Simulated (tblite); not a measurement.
Compound: C5H4O.
Bonds: C1–C2 (double), C2–C3, C3–C4 (double), C4–C5, C5–O6 (double), C3–C5. Hydrogens: H7, H8 on C1; H9 on C2; H10 on C4.

Computed with GFN2-xTB (tblite), gas phase: Langevin dynamics at 200 K from the optimised GFN2-xTB geometry, time step 0.5 fs, friction 0.01 fs⁻¹, 2000 steps. The instantaneous temperature is 2·E(kin)/(3Nk) with all 3N coordinates.

| t (fs) | T (K) | E(pot) above start (eV) | C1=C2 (Å) | C2–C3 (Å) | C3–C4 (Å) | C4–C5 (Å) | C5=O6 (Å) | C1–H7 (Å) | C1–C2–C3–C4 (°) |
| --- | --- | --- | --- | --- | --- | --- | --- | --- | --- |
| 0 | 170 | 0.000 | 1.332 | 1.427 | 1.361 | 1.425 | 1.194 | 1.078 | 180 |
| 50 | 204 | 0.102 | 1.338 | 1.447 | 1.344 | 1.416 | 1.198 | 1.109 | 173 |
| 100 | 120 | 0.180 | 1.360 | 1.425 | 1.375 | 1.404 | 1.187 | 1.083 | 160 |
| 150 | 107 | 0.161 | 1.319 | 1.466 | 1.354 | 1.452 | 1.180 | 1.081 | 172 |
| 200 | 119 | 0.232 | 1.372 | 1.408 | 1.398 | 1.426 | 1.193 | 1.079 | -153 |
| 250 | 158 | 0.196 | 1.303 | 1.446 | 1.365 | 1.426 | 1.197 | 1.090 | -140 |
| 300 | 119 | 0.221 | 1.377 | 1.413 | 1.349 | 1.455 | 1.203 | 1.083 | -177 |
| 350 | 166 | 0.216 | 1.299 | 1.436 | 1.358 | 1.415 | 1.184 | 1.087 | -160 |
| 400 | 201 | 0.194 | 1.359 | 1.417 | 1.364 | 1.497 | 1.185 | 1.046 | 179 |
| 450 | 187 | 0.126 | 1.324 | 1.428 | 1.370 | 1.428 | 1.169 | 1.072 | 170 |
| 500 | 180 | 0.152 | 1.316 | 1.416 | 1.360 | 1.444 | 1.176 | 1.104 | 156 |
| 550 | 184 | 0.244 | 1.383 | 1.449 | 1.352 | 1.403 | 1.172 | 1.062 | -172 |
| 600 | 183 | 0.222 | 1.290 | 1.456 | 1.399 | 1.412 | 1.222 | 1.087 | 167 |
| 650 | 122 | 0.335 | 1.380 | 1.486 | 1.361 | 1.435 | 1.188 | 1.071 | 169 |
| 700 | 232 | 0.306 | 1.319 | 1.417 | 1.381 | 1.404 | 1.216 | 1.062 | -164 |
| 750 | 195 | 0.208 | 1.343 | 1.450 | 1.337 | 1.375 | 1.203 | 1.108 | 178 |
| 800 | 184 | 0.158 | 1.319 | 1.446 | 1.381 | 1.404 | 1.225 | 1.061 | 164 |
| 850 | 201 | 0.165 | 1.351 | 1.470 | 1.334 | 1.433 | 1.201 | 1.085 | -170 |
| 900 | 235 | 0.098 | 1.325 | 1.400 | 1.379 | 1.396 | 1.205 | 1.056 | -177 |
| 950 | 239 | 0.118 | 1.331 | 1.430 | 1.343 | 1.425 | 1.183 | 1.088 | -168 |
| 1000 | 214 | 0.159 | 1.331 | 1.444 | 1.353 | 1.472 | 1.183 | 1.105 | -174 |

**Question.** From 500 fs on, how do temperature and potential energy compare with equipartition?

**Answer.** The mean temperature of these 11 frames is 197 K against the target 200 K, and the mean potential energy 0.20 eV against 24 × kT/2 = 0.21 eV for 24 classical harmonic modes. For 10 atoms in a canonical ensemble the temperature itself scatters by T·√(2/(3N)) = 52 K; here its standard deviation is 32 K. The whole run lasts only 10 friction times of 100 fs, so these averages carry a wide statistical error.

**Question.** What are the kinetic and total energies of the listed frame with the highest potential energy?

**Answer.** The one at 650 fs, 0.335 eV above the start. Its kinetic energy is 3NkT/2 = 0.157 eV at 122 K, so the sum is 0.49 eV; over the listed frames the sum runs from 0.22 to 0.61 eV, since the thermostat adds and removes energy.

**Question.** How much do the listed bonds fluctuate from 500 fs on?

**Answer.** 
```
 bond  at the start (Å)  mean (Å)  standard deviation (Å)
C1=C2             1.332     1.335                   0.026
C2–C3             1.427     1.442                   0.024
C3–C4             1.361     1.362                   0.020
C4–C5             1.425     1.418                   0.025
C5=O6             1.194     1.198                   0.018
C1–H7             1.078     1.081                   0.018
```

The motion is classical and holds no zero-point motion.

What follows is the cost of the whole dynamics run. Time: 4.8 s of wall time; peak memory 0.18 GiB. Hardware: one thread of an Arm Neoverse V2, no GPU, shared host with 32 logical CPUs at a one-minute load of 22.
